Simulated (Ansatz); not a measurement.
**C₂H₄Cl+ (SMILES C[CH+]Cl): one structure at several levels**

The task here is to estimate one member of a computed series from the others.

Program: Ansatz 0.2.0, Gaussian basis. Level of theory: single points in def2-TZVPP. These are calculated values, not measurements.

Correlated methods freeze the cores.

### The system as given

SMILES `C[CH+]Cl`, 7 atoms, charge 1, spin multiplicity 1.

Atoms are counted from 1 here; the program's logs count them from 0.

Bond lengths: C1–C2 1.469 Å, C1–H4 1.090 Å, C1–H5 1.098 Å, C1–H6 1.090 Å, C2–Cl3 1.617 Å, C2–H7 1.095 Å. Angles: C2–C1–H4 110.0°, C2–C1–H5 108.8°, C2–C1–H6 114.6°, H4–C1–H5 100.6°, H4–C1–H6 110.8°, H5–C1–H6 111.1°, C1–C2–Cl3 123.7°, C1–C2–H7 115.7°, Cl3–C2–H7 120.5°.

As a file:

```xyz
7

C    -0.5279    0.3923    0.0179
C     0.6343   -0.5020   -0.0757
Cl    1.5858   -0.8714    1.1781
H    -1.4178   -0.1127   -0.3584
H    -0.4194    1.1926   -0.7264
H    -0.7065    0.8027    1.0122
H     0.8096   -0.9520   -1.0580
```

The first run:

run/in.yaml

```yaml
crystal:
  periodic: [false, false, false]
  atoms:
    - {symbol: C, position_ang: [-0.527900, 0.392300, 0.017900]}
    - {symbol: C, position_ang: [0.634300, -0.502000, -0.075700]}
    - {symbol: Cl, position_ang: [1.585800, -0.871400, 1.178100]}
    - {symbol: H, position_ang: [-1.417800, -0.112700, -0.358400]}
    - {symbol: H, position_ang: [-0.419400, 1.192600, -0.726400]}
    - {symbol: H, position_ang: [-0.706500, 0.802700, 1.012200]}
    - {symbol: H, position_ang: [0.809600, -0.952000, -1.058000]}
basis:
  gaussian: {orbitals: def2-TZVPP}
total_charge: 1
correlation: {method: ccsd_t}
output: {forces: true}
```

No record of the launch command was kept for these runs.

Steps of the session up to this table: CCSD(T)/def2-TZVPP; PBE0-D4/def2-TZVPP; wB97M-V/def2-TZVPP; r2SCAN-D4/def2-TZVPP; PBE-D4/def2-TZVPP; B97M-V/def2-TZVPP; SPW92/def2-TZVPP.

One of the session's tables, all rows but one given; the rest of the session is left out.

```
   method  RMS force component (eV/Å)  angle to CCSD(T) forces (°)
  CCSD(T)                       0.352                    reference
  PBE0-D4                       0.473                         24.4
  wB97M-V                       0.407                         15.3
r2SCAN-D4                       0.493                         22.2
   PBE-D4                       0.535                         30.4
   B97M-V                           ?                            ?
    SPW92                       0.696                         42.9
```

Estimate the missing values for B97M-V.

**Answer.** RMS force component (eV/Å): 0.485; angle to CCSD(T) forces (°): 23.0. In the column «RMS force component (eV/Å)» it lies between PBE0-D4 (0.473) and r2SCAN-D4 (0.493).
